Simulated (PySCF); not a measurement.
Species: C4H5F.
InChI=1S/C4H5F/c1-2-3-4-5/h4H2,1H3

The closed-shell ground state was solved at several levels (PySCF, density fitting, gas phase, non-relativistic). Geometry: PBE0-D3(BJ)/def2-SVP; no solvent, vibrations or thermal averaging.

| level | basis functions | HOMO (eV) | LUMO (eV) | gap (eV) | dipole (D) |
| --- | --- | --- | --- | --- | --- |
| PBE0/6-31G | 55 | -7.36 | 0.93 | 8.29 | 2.46 |
| B97-D/pcSseg-2 | 250 | -6.27 | -0.55 | 5.72 | 2.19 |
| B3LYP/pcJ-1 | 185 | -7.30 | 0.31 | 7.61 | 2.27 |
| OPBE/pcSseg-2 | 250 | -6.27 | -0.57 | 5.70 | 2.12 |
| PBE0/6-311+G(2d,p) | 165 | -7.54 | 0.19 | 7.73 | 2.28 |
| PBE0/6-31G* | 80 | -7.22 | 0.95 | 8.17 | 2.08 |

(1) What might KT2/pcSseg-2 (250 basis functions) give for the same quantities?

(2) Over all these levels, which gives the widest orbital gap and which the narrowest?

(3) How much does the basis alone move the frontier levels among the 3 PBE0 rows?

(4) How far do the dipole and the HOMO energy spread over the levels?

## Answers

(1) HOMO -6.32 eV, LUMO -0.70 eV, gap 5.62 eV, dipole 2.22 D.

(2) PBE0/6-31G (global hybrid, 25 % exact exchange) has the widest, 8.29 eV, and KT2/pcSseg-2 (GGA) the narrowest, 5.62 eV. Functional and basis both differ between the two, so the spread mixes both effects.

(3) The HOMO by 0.32 eV and the LUMO by 0.76 eV. By rising basis size (HOMO, LUMO in eV): 6-31G -7.36, 0.93; 6-31G* -7.22, 0.95; 6-311+G(2d,p) -7.54, 0.19.

(4) The dipole runs from 2.08 to 2.46 D (mean 2.23 D) and the HOMO from -7.54 to -6.27 eV.
